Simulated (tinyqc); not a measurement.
RHF in the sto-3g basis, for LiH, spin multiplicity 1, step by step. One step of it, computed by the program tinyqc.

Question. Iteration 1: building the Fock matrix. J_ij = sum D_kl (ij|kl), K_ij = sum D_kl (ik|jl); F = H + J - 0.5 K; E = tr D H + tr D J / 2 - 0.25 tr D K + E_nn.

D at the start, order 1Li 1s, 1Li 2s, 1Li 2px, 1Li 2py, 1Li 2pz, 2H 1s:
$$\begin{pmatrix}
0.083331 & -0.435829 & 0.000000 & 0.000000 & 0.011104 & 0.249132 \\
-0.435829 & 2.347512 & 0.000000 & 0.000000 & 0.356792 & -1.639055 \\
0.000000 & 0.000000 & 0.000000 & 0.000000 & 0.000000 & 0.000000 \\
0.000000 & 0.000000 & 0.000000 & 0.000000 & 0.000000 & 0.000000 \\
0.011104 & 0.356792 & 0.000000 & 0.000000 & 2.529385 & -2.014579 \\
0.249132 & -1.639055 & 0.000000 & 0.000000 & -2.014579 & 2.403662
\end{pmatrix}$$

core Hamiltonian H = T + V (hartree), order 1Li 1s, 1Li 2s, 1Li 2px, 1Li 2py, 1Li 2pz, 2H 1s:
$$\begin{pmatrix}
-4.715194 & -1.059114 & 0.000000 & 0.000000 & -0.014066 & -0.236420 \\
-1.059114 & -1.383689 & 0.000000 & 0.000000 & -0.115811 & -0.625874 \\
0.000000 & 0.000000 & -1.125586 & 0.000000 & 0.000000 & 0.000000 \\
0.000000 & 0.000000 & 0.000000 & -1.125586 & 0.000000 & 0.000000 \\
-0.014066 & -0.115811 & 0.000000 & 0.000000 & -1.218259 & -0.780973 \\
-0.236420 & -0.625874 & 0.000000 & 0.000000 & -0.780973 & -1.392426
\end{pmatrix}$$

Two-electron integrals (ij|kl) in chemists' order, unique and non-zero (hartree):
```
(11|11) 1.680395   (21|11) 0.265420   (21|21) 0.049941   (22|11) 0.397727
(22|21) 0.092860   (22|22) 0.290562   (31|31) 0.008981   (32|31) 0.013788
(32|32) 0.064184   (33|11) 0.396640   (33|21) 0.092880   (33|22) 0.290497
(33|33) 0.312946   (41|41) 0.008981   (42|41) 0.013788   (42|42) 0.064184
(43|43) 0.016869   (44|11) 0.396640   (44|21) 0.092880   (44|22) 0.290497
(44|33) 0.279207   (44|44) 0.312946   (51|51) 0.008981   (52|51) 0.013788
(52|52) 0.064184   (53|53) 0.016869   (54|54) 0.016869   (55|11) 0.396640
(55|21) 0.092880   (55|22) 0.290497   (55|33) 0.279207   (55|44) 0.279207
(55|55) 0.312946   (61|11) 0.055803   (61|21) 0.010558   (61|22) 0.020013
(61|33) 0.019779   (61|44) 0.019779   (61|51) 0.001255   (61|52) 0.002442
(61|55) 0.020489   (61|61) 0.002442   (62|11) 0.133714   (62|21) 0.031607
(62|22) 0.104886   (62|33) 0.099433   (62|44) 0.099433   (62|51) 0.005119
(62|52) 0.031314   (62|55) 0.115683   (62|61) 0.007992   (62|62) 0.063328
(63|31) 0.002502   (63|32) 0.011721   (63|53) 0.004790   (63|63) 0.004462
(64|41) 0.002502   (64|42) 0.011721   (64|54) 0.004790   (64|64) 0.004462
(65|11) 0.166449   (65|21) 0.039750   (65|22) 0.136820   (65|33) 0.127544
(65|44) 0.127544   (65|51) 0.007934   (65|52) 0.047974   (65|55) 0.155215
(65|61) 0.010440   (65|62) 0.090359   (65|65) 0.130670   (66|11) 0.308385
(66|21) 0.074140   (66|22) 0.270473   (66|33) 0.246773   (66|44) 0.246773
(66|51) 0.013546   (66|52) 0.101916   (66|55) 0.317596   (66|61) 0.019518
(66|62) 0.204609   (66|65) 0.303036   (66|66) 0.774606
```

nuclear repulsion = 0.92729651 hartree

Give: Coulomb J; exchange K; Fock matrix F; total energy of this density.

Answer.

Coulomb J (hartree), order 1Li 1s, 1Li 2s, 1Li 2px, 1Li 2py, 1Li 2pz, 2H 1s:
$$\begin{pmatrix}
1.5057 & 0.3512 & 0.0000 & 0.0000 & -0.0055 & 0.0759 \\
0.3512 & 1.1341 & 0.0000 & 0.0000 & -0.0036 & 0.4690 \\
0.0000 & 0.0000 & 1.1034 & 0.0000 & 0.0000 & 0.0000 \\
0.0000 & 0.0000 & 0.0000 & 1.1034 & 0.0000 & 0.0000 \\
-0.0055 & -0.0036 & 0.0000 & 0.0000 & 1.1946 & 0.6383 \\
0.0759 & 0.4690 & 0.0000 & 0.0000 & 0.6383 & 1.4523
\end{pmatrix}$$

exchange K (hartree), order 1Li 1s, 1Li 2s, 1Li 2px, 1Li 2py, 1Li 2pz, 2H 1s:
$$\begin{pmatrix}
0.0426 & 0.0352 & 0.0000 & 0.0000 & -0.0170 & -0.0047 \\
0.0352 & 0.4656 & 0.0000 & 0.0000 & -0.2492 & -0.0158 \\
0.0000 & 0.0000 & 0.1363 & 0.0000 & 0.0000 & 0.0000 \\
0.0000 & 0.0000 & 0.0000 & 0.1363 & 0.0000 & 0.0000 \\
-0.0170 & -0.2492 & 0.0000 & 0.0000 & 0.4664 & 0.0378 \\
-0.0047 & -0.0158 & 0.0000 & 0.0000 & 0.0378 & 0.5170
\end{pmatrix}$$

Fock matrix F (hartree), order 1Li 1s, 1Li 2s, 1Li 2px, 1Li 2py, 1Li 2pz, 2H 1s:
$$\begin{pmatrix}
-3.2308 & -0.7255 & 0.0000 & 0.0000 & -0.0111 & -0.1582 \\
-0.7255 & -0.4824 & 0.0000 & 0.0000 & 0.0051 & -0.1490 \\
0.0000 & 0.0000 & -0.0903 & 0.0000 & 0.0000 & 0.0000 \\
0.0000 & 0.0000 & 0.0000 & -0.0903 & 0.0000 & 0.0000 \\
-0.0111 & 0.0051 & 0.0000 & 0.0000 & -0.2568 & -0.1615 \\
-0.1582 & -0.1490 & 0.0000 & 0.0000 & -0.1615 & -0.1987
\end{pmatrix}$$

total energy of this density = -1.563436 hartree
